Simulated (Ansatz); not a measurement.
Geometry optimisation, UKS PBE/def2-SVP (Ansatz).

The input (input.yaml):

```yaml
crystal:
  periodic: [false, false, false]
  atoms:
    - { symbol: B, position_ang: [0.0, 0.0, -0.079452] }
    - { symbol: Cl, position_ang: [0.0, -1.0e-06, 1.736718] }
    - { symbol: H, position_ang: [1.07798, 0.0, -0.634454] }
    - { symbol: H, position_ang: [-1.07798, 0.0, -0.634454] }
    - { symbol: H, position_ang: [0.0, 0.0, 4.311642] }
magnetization:
  spin_polarized: true
  initial_magnetization: 1
basis:
  gaussian: { orbitals: def2-SVP }
hamiltonian:
  xc: pbe
relax:
  f_tol: 0.03
  max_steps: 50
```

Run as:

```bash
$ ansatz run input.yaml --threads 1 --pin off --max-ram 2048MiB --backend cpu --events-out ev --progress --plain --runs-dir out
```

Where does it end, and by what steps?

It converged. The force dipped under the threshold on the way, but the program's further checks kept it going. After 7 steps the energy has fallen by 0.094 eV; H5 moved furthest, 0.72 Å.

```tsv
step	energy less start (eV)	largest force component (eV/Å)	accepted
0	0.0000	1.460	yes
1	-0.0418	0.868	yes
2	-0.0783	0.144	yes
3	-0.0873	0.050	yes
4	-0.0908	0.020	yes
5	-0.0933	0.008	yes
6	-0.0939	0.007	yes
7	-0.0940	0.009	yes
```

```xyz
5
Properties=species:S:1:pos:R:3
B 0.000 0.000 -0.234
Cl 0.000 0.000 1.513
H 1.069 0.000 -0.804
H -1.069 0.000 -0.804
H 0.000 0.000 5.029
```

Whether the end is a true minimum wasn't checked by a vibrational analysis.

The run took 11 s on 1 thread of Arm Neoverse V1, with other jobs on the host, peak memory 0.11 GiB.
